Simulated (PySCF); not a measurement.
Compound: C6H8.
Bonds: C1–C2, C2–C3, C3–C4 (double), C4–C5, C5–C6, C1–C4, C3–C6. Hydrogens: H7, H8 on C1; H9, H10 on C2; H11, H12 on C5; H13, H14 on C6.

Method: PBE0-D3(BJ)/def2-TZVP geometry optimisation, gas phase in PySCF 2.14.0; density fitting, grid level 2; the optimiser is geomeTRIC in internal coordinates, started from a GFN2-xTB structure with every atom displaced at random (about 0.01 Å).

Step 3: E = -6343.5821 eV
```
atom  x, y, z in Å  |  force x, y, z in eV/Å
C1      1.3131   -1.0391   -0.3053    0.242   0.020  -0.181
C2      1.3926   -0.1192    0.9920   -0.155  -0.079  -0.085
C3     -0.0022    0.3191    0.5742   -0.064   0.235   0.132
C4     -0.0832   -0.4668   -0.4716    0.027  -0.234  -0.134
C5     -1.4057    0.0951   -0.9796    0.290   0.202   0.116
C6     -1.3185    1.0240    0.3122   -0.083   0.178  -0.071
H7      1.4308   -2.1157   -0.1512   -0.049   0.030   0.045
H8      2.0158   -0.7185   -1.0812    0.045  -0.086   0.029
H9      2.1905    0.6315    0.9781   -0.094  -0.039  -0.058
H10     1.4470   -0.6696    1.9332    0.050  -0.028   0.038
H11    -2.2752   -0.5590   -1.0356   -0.021  -0.143   0.050
H12    -1.3313    0.6546   -1.9165   -0.038   0.015   0.016
H13    -1.2785    2.0972    0.0925    0.017  -0.092   0.014
H14    -2.1007    0.8465    1.0478   -0.167   0.022   0.089
```

Step 4: E = -6343.5920 eV
```
atom  x, y, z in Å  |  force x, y, z in eV/Å
C1      1.3175   -1.0392   -0.3106    0.098   0.094  -0.050
C2      1.3897   -0.1227    0.9882   -0.082  -0.070   0.042
C3     -0.0048    0.3252    0.5769    0.036  -0.034  -0.033
C4     -0.0780   -0.4628   -0.4730   -0.026   0.022   0.002
C5     -1.3991    0.0980   -0.9756    0.093   0.126  -0.001
C6     -1.3240    1.0299    0.3133   -0.076  -0.036   0.007
H7      1.4255   -2.1147   -0.1500   -0.043  -0.004   0.033
H8      2.0288   -0.7267   -1.0811    0.019  -0.061   0.009
H9      2.1844    0.6276    0.9729   -0.012   0.014  -0.036
H10     1.4493   -0.6764    1.9290    0.041   0.003   0.003
H11    -2.2619   -0.5690   -1.0267   -0.002  -0.066   0.028
H12    -1.3332    0.6570   -1.9134   -0.047   0.003   0.002
H13    -1.2846    2.1003    0.0927    0.035  -0.017  -0.008
H14    -2.1149    0.8535    1.0466   -0.034   0.026   0.002
```

Q: Estimate the geometry and energy of step 5. (The exact step hangs on the optimiser's Hessian estimate; all steps are aligned on step 4, rigid shifts and turns removed.)

A: E = -6343.5965 eV, largest force 0.136 eV/Å
```
atom  x, y, z in Å  |  force x, y, z in eV/Å
C1      1.3210   -1.0367   -0.3138    0.013   0.081   0.011
C2      1.3887   -0.1249    0.9873   -0.043  -0.051   0.082
C3     -0.0061    0.3248    0.5788    0.036  -0.044  -0.035
C4     -0.0727   -0.4539   -0.4787    0.005   0.060  -0.021
C5     -1.3955    0.1028   -0.9760   -0.019   0.044  -0.051
C6     -1.3276    1.0302    0.3140   -0.054  -0.103   0.071
H7      1.4121   -2.1122   -0.1444   -0.024  -0.015   0.013
H8      2.0433   -0.7380   -1.0785    0.007  -0.039  -0.008
H9      2.1794    0.6288    0.9693    0.008   0.024  -0.022
H10     1.4565   -0.6813    1.9266    0.027   0.019  -0.007
H11    -2.2498   -0.5783   -1.0200    0.015  -0.008   0.013
H12    -1.3453    0.6634   -1.9139   -0.032  -0.008  -0.001
H13    -1.2844    2.0996    0.0949    0.037   0.017  -0.015
H14    -2.1249    0.8557    1.0436    0.024   0.023  -0.030
```

The energy changes by -0.0045 eV. The first-order estimate −F·Δx gives -0.0061 eV and the mean of the old and new forces, exact on a quadratic surface, -0.0045 eV. The step makes an angle of 59° with the force vector and moves no atom by more than 0.019 Å.

The cost below is that of the whole optimisation. The run took 2.5 min wall, 6.4 min CPU on 2 threads of an Intel Xeon Platinum 8259CL at 2.50 GHz, shared host with 96 logical CPUs at a one-minute load of 13, and the process peaked at 1.3 GiB of memory.
